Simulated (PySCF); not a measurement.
allene (C₃H₄), SMILES C=C=C. Coordinates come from a B3LYP-D3(BJ)/def2-TZVP optimisation.

TDDFT-PBE0/def2-SVPD in PySCF puts the lowest singlet excitations at 6.01, 6.25, 7.36, 7.36, 7.41, 8.13 eV.

**Question.** What are the lowest excitation roots from ADC(2)/aug-cc-pVDZ run with PySCF? (An estimate is asked for; the answer gives what the named calculation found.)

**Answer.** 6.29, 6.66, 6.87, 6.87, 7.54, 7.67 eV. S1 differs by 0.28 eV (second minus first; roots are paired by order, and the bases may differ).
